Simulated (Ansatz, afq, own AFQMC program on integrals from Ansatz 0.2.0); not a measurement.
**SiH3+ (singlet): quantum Monte Carlo beside coupled cluster at scale of all distances = 1.113, cc-pVDZ**

How near does AFQMC come to the top of the ladder for SiH3+ (singlet)?

Computed with Ansatz 0.2.0, Gaussian basis, and an in-house AFQMC program (afq) on its integrals; all values are calculated. Level: cc-pVDZ, frozen cores.

Plan: Full CI; PBE (unrestricted); r2SCAN (unrestricted); PBE0 (unrestricted); B3LYP (unrestricted); CCSD(T) on RHF; wB97M-V (unrestricted); B2PLYP (unrestricted); Full CI; CCSDT(Q) on RHF; CCSDTQ on RHF; Phaseless AFQMC, CISD trial on RHF; Phaseless AFQMC, single-determinant trial on RHF; Free-projection AFQMC, CISD trial on RHF; UHF.

3 further runs of the same task are left out: 3 that didn't finish.

**1. The geometry**

The geometry derives from a PBE0/def2-TZVP stationary point (not a proven minimum). All distances are scaled together.

4 atoms, charge 1, spin multiplicity 1.

Atoms are counted from 1 here; the program's logs count them from 0.

Bond lengths: Si1–H2 1.638 Å, Si1–H3 1.638 Å, Si1–H4 1.638 Å. Angles: H2–Si1–H3 120.0°, H2–Si1–H4 120.0°, H3–Si1–H4 120.0°.

**2. Full CI**

Contents of in.yaml:

```yaml
crystal:
  periodic: [false, false, false]
  atoms:
    - {symbol: Si, position_ang: [0.000000, 0.000000, 0.000000]}
    - {symbol: H, position_ang: [1.638272, 0.015835, -0.000107]}
    - {symbol: H, position_ang: [-0.832850, 1.410864, -0.003233]}
    - {symbol: H, position_ang: [-0.805423, -1.426699, 0.003340]}
basis:
  gaussian: {orbitals: cc-pVDZ}
total_charge: 1
correlation: {method: fci, electrons: outside_noble_gas}
```

Started as:

```
$ ansatz run in.yaml --threads 1 --pin off --events-out ev --progress --plain --max-ram 16896MiB --backend cuda --devices 0, --max-vram 18GiB
```

The program printed:

```text
Functional definition: HF
  name "HF"
  cite "Fock, Z. Phys. 61, 126 (1930) doi:10.1007/BF01340294"
  parent pbe
  exchange = exact_x
  correlation = 0
615 factors; integrals over basis functions are off by at most 1.4e-7 eV
mean field evaluation 1: about -7899.6800 eV, gradient 7.4e0 eV
mean field evaluation 2: about -7899.6781 eV, gradient 7.3e0 eV
mean field evaluation 4: about -7899.9845 eV, gradient 2.1e-1 eV
mean field evaluation 8: about -7899.9843 eV, gradient 7.0e-6 eV
mean field -7899.98429316 eV, -290.3190679721 hartree, gradient 7.0e-6 eV, S^2 0.000000; 0 other end points of the search recorded, 0 dependent functions left out
5 core orbitals not correlated: weight in the atoms' cores, before any rotation towards them, 1.000 or more for the frozen orbitals, at most 0.000 for the correlated occupied ones
reference -7899.98429316 eV, -290.3190679721 hartree; 3, 3 occupied and 25, 25 virtual orbitals, 615 factors
state -7903.14759597 eV, -290.4353172061 hartree
Total energy: -7903.14759597 eV, -290.4353172061 hartree
```

Run time: 12 s. Hardware: 1 × NVIDIA H100 80GB HBM3 with 1 thread of AMD EPYC 7R13 (Zen 3), shared host; peak host memory 1.5 GiB.

From the report: 2,701,046 determinants, symmetry A1.

**3. PBE (unrestricted)**

in.yaml: that of step 2 with these lines changed.

```diff
@@ -10,2 +10,4 @@
 total_charge: 1
-correlation: {method: fci, electrons: outside_noble_gas}
+magnetization: {spin_polarized: true, initial_magnetization: 0}
+hamiltonian: {xc: {name: PBE}}
+output: {orbitals: {seedname: orbitals}}
```

Started as:

```
$ ansatz run in.yaml --threads 1 --pin off --events-out ev --progress --plain --max-ram 5632MiB --backend cpu
```

The program printed:

```text
Functional definition: PBE
  name "PBE"
  cite "Perdew, Burke & Ernzerhof, Phys. Rev. Lett. 77, 3865 (1996) doi:10.1103/PhysRevLett.77.3865"
  parent pbe
  parameter kappa = 0.804
  parameter beta = 0.06672455060314922
  exchange = pbe_x(kappa = kappa, mu = beta*pi^2/3)
  correlation = pbe_c(beta = beta)
412 factors; their error is unknown
mean field evaluation 1: about -7911.1912 eV, gradient 6.7e0 eV
mean field evaluation 2: about -7911.5970 eV, gradient 1.7e0 eV
mean field evaluation 4: about -7911.6238 eV, gradient 3.9e-2 eV
mean field evaluation 8: about -7911.6173 eV, gradient 2.3e-4 eV
mean field -7911.61732411 eV, -290.7465739743 hartree, gradient 2.0e-6 eV, S^2 0.000000; 0 other end points of the search recorded, 0 dependent functions left out
reference -7911.61735127 eV, -290.7465749722 hartree; 8, 8 occupied and 25, 25 virtual orbitals, 412 factors
Total energy: -7911.61735127 eV, -290.7465749722 hartree
```

It took 0.36 s on 1 thread of AMD EPYC 7R13 (Zen 3), shared host; peak memory 1.5 GiB.

From the report: ⟨S²⟩ of the determinant 0.000 (pure singlet: 0.00).

**4. r2SCAN (unrestricted)**

in.yaml: that of step 3 with these lines changed.

```diff
@@ -11,3 +11,2 @@
 magnetization: {spin_polarized: true, initial_magnetization: 0}
-hamiltonian: {xc: {name: PBE}}
-output: {orbitals: {seedname: orbitals}}
+hamiltonian: {xc: {name: r2SCAN}}
```

Launched as before.

The program printed:

```text
Functional definition: r2SCAN
  name "r2SCAN"
  cite "Furness, Kaplan, Ning, Perdew & Sun, J. Phys. Chem. Lett. 11, 8208 (2020) doi:10.1021/acs.jpclett.0c02405"
  cite "Furness, Kaplan, Ning, Perdew & Sun, J. Phys. Chem. Lett. 11, 9248 (2020) doi:10.1021/acs.jpclett.0c03077"
  parent r2scan
  parameter k0 = 0.174
  parameter k1 = 0.065
  parameter a1 = 4.9479
  exchange = r2scan_x(k0 = k0, k1 = k1, a1 = a1)
  correlation = r2scan_c
412 factors; their error is unknown
mean field evaluation 1: about -7914.7330 eV, gradient 4.7e0 eV
mean field evaluation 2: about -7914.9362 eV, gradient 7.4e-1 eV
mean field evaluation 4: about -7914.9395 eV, gradient 1.8e-1 eV
mean field evaluation 8: about -7914.9319 eV, gradient 1.2e-3 eV
mean field -7914.93192668 eV, -290.8683833718 hartree, gradient 5.1e-6 eV, S^2 0.000000; 0 other end points of the search recorded, 0 dependent functions left out
reference -7914.93193607 eV, -290.8683837169 hartree; 8, 8 occupied and 25, 25 virtual orbitals, 412 factors
Total energy: -7914.93193607 eV, -290.8683837169 hartree
```

Run time: 0.76 s. Hardware: 1 thread of AMD EPYC 7R13 (Zen 3), shared host; peak memory 1.5 GiB.

From the report: ⟨S²⟩ of the determinant 0.000 (pure singlet: 0.00).

**5. PBE0 (unrestricted)**

in.yaml: that of step 4 with these lines changed.

```diff
@@ -11,2 +11,3 @@
 magnetization: {spin_polarized: true, initial_magnetization: 0}
-hamiltonian: {xc: {name: r2SCAN}}
+hamiltonian: {xc: {name: PBE0}}
+output: {orbitals: {seedname: orbitals}}
```

The command is unchanged.

The program printed:

```text
Functional definition: PBE0
  name "PBE0"
  cite "Adamo & Barone, J. Chem. Phys. 110, 6158 (1999) doi:10.1063/1.478522"
  cite "Perdew, Burke & Ernzerhof, Phys. Rev. Lett. 77, 3865 (1996) doi:10.1103/PhysRevLett.77.3865"
  parent pbe
  parameter a = 0.25
  parameter kappa = 0.804
  parameter beta = 0.06672455060314922
  exchange = (1 - a)*pbe_x(kappa = kappa, mu = beta*pi^2/3) + a*exact_x
  correlation = pbe_c(beta = beta)
314 factors; integrals over basis functions are off by at most 1.4e-3 eV
mean field evaluation 1: about -7912.2961 eV, gradient 4.0e0 eV
mean field evaluation 2: about -7912.4212 eV, gradient 4.4e-1 eV
mean field evaluation 4: about -7912.4178 eV, gradient 1.3e-1 eV
mean field evaluation 8: about -7912.4180 eV, gradient 4.6e-5 eV
mean field -7912.41797193 eV, -290.7759972389 hartree, gradient 1.5e-5 eV, S^2 0.000000; 0 other end points of the search recorded, 0 dependent functions left out
reference -7912.41799227 eV, -290.7759979864 hartree; 8, 8 occupied and 25, 25 virtual orbitals, 314 factors
Total energy: -7912.41799227 eV, -290.7759979864 hartree
```

It took 0.39 s on 1 thread of AMD EPYC 7R13 (Zen 3), shared host; peak memory 1.5 GiB.

From the report: ⟨S²⟩ of the determinant 0.000 (pure singlet: 0.00).

**6. B3LYP (unrestricted)**

in.yaml: that of step 5 with these lines changed.

```diff
@@ -11,3 +11,2 @@
 magnetization: {spin_polarized: true, initial_magnetization: 0}
-hamiltonian: {xc: {name: PBE0}}
-output: {orbitals: {seedname: orbitals}}
+hamiltonian: {xc: {name: B3LYP}}
```

Same command.

The program printed, cut to the lines that bear on the results:

```text
Functional definition: B3LYP
  name "B3LYP"
  cite "Stephens, Devlin, Chabalowski & Frisch, J. Phys. Chem. 98, 11623 (1994) doi:10.1021/j100096a001"
  cite "Becke, Phys. Rev. A 38, 3098 (1988) doi:10.1103/PhysRevA.38.3098"
  cite "Lee, Yang & Parr, Phys. Rev. B 37, 785 (1988) doi:10.1103/PhysRevB.37.785"
  cite "Vosko, Wilk & Nusair, Can. J. Phys. 58, 1200 (1980) doi:10.1139/p80-159"
[...]
314 factors; integrals over basis functions are off by at most 1.4e-3 eV
[...]
mean field -7916.56729776 eV, -290.9284821507 hartree, gradient 2.7e-5 eV, S^2 0.000000; 0 other end points of the search recorded, 0 dependent functions left out
reference -7916.56748204 eV, -290.9284889226 hartree; 8, 8 occupied and 25, 25 virtual orbitals, 314 factors
Total energy: -7916.56748204 eV, -290.9284889226 hartree
```

Run time: 0.4 s. Hardware: 1 thread of AMD EPYC 7R13 (Zen 3), shared host; peak memory 1.5 GiB.

From the report: ⟨S²⟩ of the determinant 0.000 (pure singlet: 0.00).

**7. CCSD(T) on RHF**

in.yaml: that of step 6 with these lines changed.

```diff
@@ -10,3 +10,3 @@
 total_charge: 1
-magnetization: {spin_polarized: true, initial_magnetization: 0}
-hamiltonian: {xc: {name: B3LYP}}
+magnetization: {spin_polarized: false}
+correlation: {method: ccsd_t, electrons: outside_noble_gas, hamiltonian_folder: ham}
```

Started as:

```
$ ansatz run in.yaml --threads 1 --pin off --events-out ev --progress --plain --max-ram 16896MiB --backend cuda --devices 0, --max-vram 18GiB
```

The program printed, cut to the lines that bear on the results:

```text
Functional definition: HF
  name "HF"
  cite "Fock, Z. Phys. 61, 126 (1930) doi:10.1007/BF01340294"
  parent pbe
[...]
314 factors; integrals over basis functions are off by at most 1.4e-3 eV
[...]
mean field -7899.98429047 eV, -290.3190678730 hartree, gradient 7.0e-6 eV, S^2 0.000000; 0 other end points of the search recorded, 0 dependent functions left out
5 core orbitals not correlated: weight in the atoms' cores, before any rotation towards them, 1.000 or more for the frozen orbitals, at most 0.000 for the correlated occupied ones
reference -7899.98429047 eV, -290.3190678730 hartree; 3, 3 occupied and 25, 25 virtual orbitals, 314 factors
second order -2.35308662 eV of doubles, -0.00000000 eV of singles
cycle   1  -2.86227332 eV  change   -5.1e-1 eV  update   5.6e-2
[...]
cycle   8  -3.08691934 eV  change    4.9e-6 eV  update   7.2e-6
perturbative correction -0.05572410 eV, -0.0020478230 hartree
Total energy: -7903.12693391 eV, -290.4345578893 hartree
```

It took 3 s on 1 × NVIDIA H100 80GB HBM3 with 1 thread of AMD EPYC 7R13 (Zen 3), shared host; peak host memory 1.5 GiB.

From the report: correlation -3.1426 eV; T1 0.011; largest double amplitude 0.06.

This run also writes the integrals to the folder ham.

**8. wB97M-V (unrestricted)**

in.yaml: that of step 7 with these lines changed.

```diff
@@ -10,3 +10,4 @@
 total_charge: 1
-magnetization: {spin_polarized: false}
-correlation: {method: ccsd_t, electrons: outside_noble_gas, hamiltonian_folder: ham}
+magnetization: {spin_polarized: true, initial_magnetization: 0}
+hamiltonian: {xc: {name: wB97M-V}}
+output: {orbitals: {seedname: orbitals}}
```

Started as:

```
$ ansatz run in.yaml --threads 1 --pin off --events-out ev --progress --plain --max-ram 5632MiB --backend cpu
```

The program printed, cut to the lines that bear on the results:

```text
Functional definition: wB97M-V
  name "wB97M-V"
  cite "Mardirossian & Head-Gordon, J. Chem. Phys. 144, 214110 (2016) doi:10.1063/1.4952647"
  cite "Becke, J. Chem. Phys. 107, 8554 (1997) doi:10.1063/1.475007"
  cite "Vydrov & Van Voorhis, J. Chem. Phys. 133, 244103 (2010) doi:10.1063/1.3521275"
  # Of w^i u^j: cxij and so on, Table III.
[...]
  gx(w, u) = 1 - cx + cx01*u + cx10*w
  gss(w, u) = css00 + css04*u^4 + css10*w + css20*w^2 + css43*w^4*u^3
  gos(w, u) = cos00 + cos10*w + (cos20 + cos21*u)*w^2 + (cos60 + cos61*u)*w^6
[...]
      + integral(e_c_pw_mod_opposite_spin*gos(b97_w_opposite, b97_u_opposite)) + vv10(b, c)
314 factors; integrals over basis functions are off by at most 1.4e-3 eV
123 factors; integrals over basis functions are off by at most 8.7e-6 eV
[...]
mean field -7914.93756814 eV, -290.8685906916 hartree, gradient 5.0e-5 eV, S^2 0.000000; 0 other end points of the search recorded, 0 dependent functions left out
reference -7914.93760130 eV, -290.8685919103 hartree; 8, 8 occupied and 25, 25 virtual orbitals, 314 factors
Total energy: -7914.93760130 eV, -290.8685919103 hartree
```

Wall time 1.3 s (1 thread of AMD EPYC 7R13 (Zen 3), shared host); peak memory 1.5 GiB.

From the report: ⟨S²⟩ of the determinant 0.000 (pure singlet: 0.00).

**9. B2PLYP (unrestricted)**

in.yaml: that of step 8 with these lines changed.

```diff
@@ -11,3 +11,3 @@
 magnetization: {spin_polarized: true, initial_magnetization: 0}
-hamiltonian: {xc: {name: wB97M-V}}
-output: {orbitals: {seedname: orbitals}}
+hamiltonian: {xc: {name: B2PLYP}}
+correlation: {electrons: outside_noble_gas}
```

Launched as before.

The program printed, cut to the lines that bear on the results:

```text
Functional definition: B2PLYP
  name "B2PLYP"
  cite "Grimme, J. Chem. Phys. 124, 034108 (2006) doi:10.1063/1.2148954"
  cite "Becke, Phys. Rev. A 38, 3098 (1988) doi:10.1103/PhysRevA.38.3098"
  cite "Lee, Yang & Parr, Phys. Rev. B 37, 785 (1988) doi:10.1103/PhysRevB.37.785"
[...]
314 factors; integrals over basis functions are off by at most 1.4e-3 eV
[...]
mean field -7911.54228523 eV, -290.7438163464 hartree, gradient 3.3e-7 eV, S^2 0.000000; 0 other end points of the search recorded, 0 dependent functions left out
5 core orbitals not correlated: weight in the atoms' cores, before any rotation towards them, 1.000 or more for the frozen orbitals, at most 0.000 for the correlated occupied ones
reference -7911.54240283 eV, -290.7438206681 hartree; 3, 3 occupied and 25, 25 virtual orbitals, 314 factors
second order -2.98651989 eV of doubles, -0.00000000 eV of singles
Total energy: -7912.34876320 eV, -290.7734538652 hartree
```

It took 0.45 s on 1 thread of AMD EPYC 7R13 (Zen 3), shared host; peak memory 1.5 GiB.

From the report: ⟨S²⟩ of the determinant 0.000 (pure singlet: 0.00).

**10. Full CI**

Contents of in.yaml:

```yaml
hamiltonian:
  integrals:
    folder: ../ham
correlation: {method: fci}
```

Started as:

```
$ ansatz run in.yaml --threads 1 --pin off --events-out ev --progress --plain --max-ram 16896MiB --backend cuda --devices 0, --max-vram 18GiB
```

The program printed:

```text
Functional definition: HF
  name "HF"
  cite "Fock, Z. Phys. 61, 126 (1930) doi:10.1007/BF01340294"
  parent pbe
  exchange = exact_x
  correlation = 0
reference -7899.98429047 eV, -290.3190678730 hartree; 3, 3 occupied and 25, 25 virtual orbitals, 314 factors
state -7903.14758629 eV, -290.4353168502 hartree
Total energy: -7903.14758629 eV, -290.4353168502 hartree
```

Wall time 10 s (1 × NVIDIA H100 80GB HBM3 with 1 thread of AMD EPYC 7R13 (Zen 3), shared host); peak host memory 1.5 GiB.

From the report: 2,701,046 determinants.

**11. CCSDT(Q) on RHF**

Contents of in.yaml:

```yaml
crystal:
  periodic: [false, false, false]
  atoms:
    - {symbol: Si, position_ang: [0.000000, 0.000000, 0.000000]}
    - {symbol: H, position_ang: [1.638272, 0.015835, -0.000107]}
    - {symbol: H, position_ang: [-0.832850, 1.410864, -0.003233]}
    - {symbol: H, position_ang: [-0.805423, -1.426699, 0.003340]}
basis:
  gaussian: {orbitals: cc-pVDZ}
total_charge: 1
magnetization: {spin_polarized: false}
correlation: {method: ccsdt_q, electrons: outside_noble_gas}
```

The command is unchanged.

The program printed, cut to the lines that bear on the results:

```text
Functional definition: HF
  name "HF"
  cite "Fock, Z. Phys. 61, 126 (1930) doi:10.1007/BF01340294"
  parent pbe
[...]
615 factors; integrals over basis functions are off by at most 1.4e-7 eV
[...]
mean field -7899.98429316 eV, -290.3190679721 hartree, gradient 7.0e-6 eV, S^2 0.000000; 0 other end points of the search recorded, 0 dependent functions left out
5 core orbitals not correlated: weight in the atoms' cores, before any rotation towards them, 1.000 or more for the frozen orbitals, at most 0.000 for the correlated occupied ones
reference -7899.98429316 eV, -290.3190679721 hartree; 3, 3 occupied and 25, 25 virtual orbitals, 615 factors
second order -2.35314822 eV of doubles, -0.00000000 eV of singles
cycle   1  -2.86228990 eV  change   -5.1e-1 eV  update   6.0e-2
[...]
cycle  11  -3.16083241 eV  change   -2.8e-7 eV  update   5.5e-7
perturbative correction -0.00186054 eV, -0.0000683735 hartree
Total energy: -7903.14698611 eV, -290.4352947941 hartree
```

It took 3.8 s on 1 × NVIDIA H100 80GB HBM3 with 1 thread of AMD EPYC 7R13 (Zen 3), shared host; peak host memory 1.5 GiB.

From the report: correlation -3.1627 eV; T1 0.011; largest double amplitude 0.06.

**12. CCSDTQ on RHF**

in.yaml: that of step 11 with these lines changed.

```diff
@@ -11,2 +11,2 @@
 magnetization: {spin_polarized: false}
-correlation: {method: ccsdt_q, electrons: outside_noble_gas}
+correlation: {method: ccsdtq, electrons: outside_noble_gas}
```

Launched as before.

The program printed, cut to the lines that bear on the results:

```text
Functional definition: HF
  name "HF"
  cite "Fock, Z. Phys. 61, 126 (1930) doi:10.1007/BF01340294"
  parent pbe
[...]
615 factors; integrals over basis functions are off by at most 1.4e-7 eV
[...]
mean field -7899.98429316 eV, -290.3190679721 hartree, gradient 7.0e-6 eV, S^2 0.000000; 0 other end points of the search recorded, 0 dependent functions left out
5 core orbitals not correlated: weight in the atoms' cores, before any rotation towards them, 1.000 or more for the frozen orbitals, at most 0.000 for the correlated occupied ones
reference -7899.98429316 eV, -290.3190679721 hartree; 3, 3 occupied and 25, 25 virtual orbitals, 615 factors
second order -2.35314822 eV of doubles, -0.00000000 eV of singles
cycle   1  -2.86228990 eV  change   -5.1e-1 eV  update   6.0e-2
[...]
cycle  12  -3.16332666 eV  change   -4.5e-7 eV  update   6.7e-7
Total energy: -7903.14761982 eV, -290.4353180825 hartree
```

It took 4.8 s on 1 × NVIDIA H100 80GB HBM3 with 1 thread of AMD EPYC 7R13 (Zen 3), shared host; peak host memory 1.5 GiB.

From the report: correlation -3.1633 eV; T1 0.011; largest double amplitude 0.06.

**13. Phaseless AFQMC, CISD trial on RHF**

It reads the integrals that the CCSD(T) run on this determinant wrote.

Started as:

```
$ afq ham --method phaseless --trial cisd --walkers 4000 --populations 20 --least-time 60 --time-step 0.005 --steps-per-block 50 --equilibration-blocks 28 --max-blocks 4000 --target-error 0.00015 --factor-cut 1e-05 --seed 6628 --release-times 0.24,0.51,0.99,1.62,2.4 --release-step 0.03 --release-every 3 --taylor-order 6
```

The program printed:

```text
orbitals 28  electrons 3 3  factors 196 of 314
reference energy -290.31906787 Eh
CCSD correlation -0.11344187 Eh in 9 cycles, weight of the determinant in the CISD state 0.9252
energy of the start -290.432505 Eh
 block  time / (1/Eh)  mean weight  energy / Eh
     1     0.250  1.0001  -290.431779
     2     0.500  0.9998  -290.432028
     3     0.750  1.0001  -290.432609
     4     1.000  1.0000  -290.433003
     5     1.250  0.9999  -290.433389
     6     1.500  1.0000  -290.433823
     7     1.750  0.9998  -290.434117
     8     2.000  0.9999  -290.434311
     9     2.250  1.0002  -290.434515
    10     2.500  0.9999  -290.434688
    11     2.750  0.9998  -290.435016
    12     3.000  0.9999  -290.435036
    13     3.250  1.0002  -290.435141
    14     3.500  1.0000  -290.435081
    15     3.750  0.9998  -290.434987
    16     4.000  1.0000  -290.435151
    17     4.250  1.0001  -290.435090
    18     4.500  1.0002  -290.435236
    19     4.750  1.0001  -290.435249
    20     5.000  0.9998  -290.435395
    21     5.250  1.0000  -290.435120
    22     5.500  1.0000  -290.435374
    23     5.750  0.9999  -290.435608
    24     6.000  0.9998  -290.435444
    25     6.250  1.0000  -290.435412
    26     6.500  1.0000  -290.435158
    27     6.750  1.0000  -290.435308
    28     7.000  1.0002  -290.435347
    29     7.250  1.0000  -290.435295
    30     7.500  0.9999  -290.435470
    31     7.750  1.0001  -290.435282
    32     8.000  0.9999  -290.435316
    33     8.250  1.0001  -290.435200
    34     8.500  1.0000  -290.435121
    35     8.750  1.0000  -290.435076
    36     9.000  1.0000  -290.435230
    37     9.250  1.0000  -290.435337
    38     9.500  1.0000  -290.435149
    39     9.750  0.9998  -290.435182
    40    10.000  0.9999  -290.435152
    41    10.250  1.0001  -290.435190
    42    10.500  1.0002  -290.435275
    43    10.750  0.9998  -290.435202
    44    11.000  0.9999  -290.435470
    45    11.250  1.0001  -290.435383
    46    11.500  1.0000  -290.435315
    47    11.750  0.9999  -290.435431
    48    12.000  0.9998  -290.435126
    49    12.250  1.0002  -290.435146
    50    12.500  1.0000  -290.435012
    51    12.750  1.0000  -290.435236
    52    13.000  0.9999  -290.435136
    53    13.250  1.0000  -290.435057
    54    13.500  1.0000  -290.435007
    55    13.750  1.0000  -290.435103
    56    14.000  1.0000  -290.435350
    57    14.250  1.0002  -290.435313
    58    14.500  0.9999  -290.435354
    59    14.750  0.9999  -290.435455
    60    15.000  1.0000  -290.435509
    61    15.250  1.0000  -290.435158
    62    15.500  1.0001  -290.435005
    63    15.750  1.0001  -290.434978
    64    16.000  1.0000  -290.435009
    65    16.250  0.9999  -290.434945
    66    16.500  0.9999  -290.435135
    67    16.750  1.0000  -290.435274
    68    17.000  1.0000  -290.434976
    69    17.250  0.9999  -290.434924
    70    17.500  1.0000  -290.435001
    71    17.750  0.9999  -290.435011
    72    18.000  1.0001  -290.434938
    73    18.250  1.0001  -290.435429
    74    18.500  1.0001  -290.435135
    75    18.750  1.0000  -290.435008
    76    19.000  1.0000  -290.435312
    77    19.250  1.0001  -290.435121
    78    19.500  0.9999  -290.435118
error from the spread of 20 populations
released: time / (1/Eh)  energy / Eh  error  mean overlap
  0.24  -290.435218  0.000052  0.9999
  0.51  -290.435261  0.000034  0.9984
  0.99  -290.435281  0.000031  0.9996
  1.62  -290.435309  0.000030  0.9964
  2.40  -290.435376  0.000026  0.9906
energy -290.435187 +/- 0.000057 Eh
```

Run time: 30 s. Hardware: 1 × NVIDIA H100 80GB HBM3 with 2 threads of AMD EPYC 7R13 (Zen 3), shared host; peak host memory 1.5 GiB.

Energy -7903.1441 ± 0.0015 eV. Caveats: constraint bias not in the error.

[end of part 1 of 2]
